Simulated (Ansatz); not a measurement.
# C3HN, triplet: CASSCF and its corrections

Computed with Ansatz's Gaussian-basis code (development build); CASPT2, NEVPT3 by development code. Basis cc-pVTZ, nonrelativistic, 4 orbitals frozen in the corrections. State-specific CASSCF; RHF is the lowest restricted (open-shell) Hartree–Fock solution met. No symmetry is imposed, so a solution can break that of the shape. The lowest solution met needn't be the lowest there is, nor hold the orbitals that a chemist would pick.

Geometry:

```xyz
5

H     0.0000    0.0000   -2.9262
C     0.0000    0.0000   -1.8584
C     0.0000    0.0000   -0.6368
C     0.0000    0.0000    0.7380
N     0.0000    0.0000    1.9242
```

(1) What do CASSCF and its corrections give against RHF in CAS(8,8), and what are the occupations?

(2) Roughly how much CPU time does a whole run from the default start take (median of such runs, summed over threads; nearly all runs on one pinned thread of a shared server, mostly Xeon at 2.3 to 2.6 GHz, by a development driver)?

Results:

(1) CASSCF -3.562 eV, SC-NEVPT2 -16.812 eV, FIC-NEVPT2 -16.888 eV, NEVPT3 -17.687 eV, CASPT2 (IPEA 0) -17.398 eV, CASPT2 (IPEA 0.25) -16.984 eV; occupations 1.91, 1.91, 1.48, 1.48, 0.53, 0.53, 0.08, 0.08. The MRCI reference weight is 0.884.

(2) CAS(8,8): about 1.9 min. Other jobs ran beside these, and the count of passes differs.
